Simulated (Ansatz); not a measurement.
C4H9N can be A, `CC(C)C=N`, or B, `CC1CCN1`.

Calculated with Ansatz (gas phase, PBE0-D4/def2-TZVP geometries, no zero-point term in ΔE). CCSD(T)/CBS is the MP2 limit (def2-TZVPP, def2-QZVPP) plus CCSD(T) − MP2 in def2-TZVPP, frozen cores. Functionals use def2-TZVPP. Each species was taken in one conformer, which may not be the lowest.

A:

```xyz
14

C     0.584   -1.069    0.942
C    -0.388   -0.204    0.142
C    -0.244    1.268    0.478
C    -0.231   -0.507   -1.325
N     0.023    0.282   -2.277
H     0.473   -2.128    0.696
H     1.618   -0.783    0.730
H     0.414   -0.953    2.014
H    -1.406   -0.528    0.404
H    -0.967    1.882   -0.065
H     0.760    1.631    0.239
H    -0.406    1.432    1.545
H    -0.345   -1.567   -1.580
H     0.114    1.243   -1.941
```

B:

```xyz
14

C    -0.984    1.110    0.649
C    -0.040   -0.068    0.757
C     1.218    0.038   -0.128
C     0.502   -0.923   -1.090
N    -0.439   -1.264   -0.011
H    -1.949    0.879    1.109
H    -0.574    1.986    1.160
H    -1.160    1.381   -0.396
H     0.149   -0.291    1.813
H     1.464    1.031   -0.506
H     2.101   -0.404    0.332
H     0.049   -0.405   -1.945
H     1.079   -1.771   -1.468
H    -1.416   -1.298   -0.275
```

Question: Which is lower in electronic energy at CCSD(T)/CBS, and by how much? (Best estimate.)

Answer: Ansatz gave: A, by 14.9 kcal/mol.

Question: Give E(B) − E(A) in kcal/mol with ωB97M-V, PBE-D4, CCSD(T)/def2-TZVPP, HF/def2-TZVPP, B2PLYP, CCSD/def2-TZVPP, PBE0-D4. (Estimate.)

Answer: The calculation gave: ωB97M-V 13.5, PBE-D4 13.4, CCSD(T)/def2-TZVPP 15.2, HF/def2-TZVPP 16.8, B2PLYP 16.2, CCSD/def2-TZVPP 14.7, PBE0-D4 11.5. None reverses the order clearly.

Largest T1 diagnostic: 0.011.

From PBE to PBE0 (25 % exact exchange), in def2-TZVPP and without D4, E(B) − E(A) moves by −2.0 kcal/mol. In def2-TZVPP, CCSD(T) changes the Hartree–Fock value by −1.6 kcal/mol (the triples alone add +0.5 kcal/mol) and MP2 by −2.8 kcal/mol.
